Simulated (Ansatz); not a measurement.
This Ansatz (a first-principles code) input (CCSD(T)/cc-pVDZ) gives -55.68314 Eh with 24 basis functions.

Ansatz 0.2 input:
```yaml
crystal:
  periodic: [false, false, false]
  atoms:
    - {symbol: N, position_ang: [-0.00356243, 0.11201664, 0.09548205]}
    - {symbol: H, position_ang: [0.80776927, -0.37468272, -0.32489897]}
    - {symbol: H, position_ang: [-0.78283228, -0.40943375, -0.34347535]}
basis:
  gaussian:
    orbitals: cc-pVDZ
total_charge: -1
magnetization: {spin_polarized: false}
correlation: {method: ccsd_t, electrons: outside_noble_gas}
```

Change:
```diff
- orbitals: cc-pVDZ
+ orbitals: 6-31G
```

Question: What does the run give now?

Answer: -55.58231 Eh (CCSD(T)/6-31G, 13 functions), a change of +100.83 mEh.
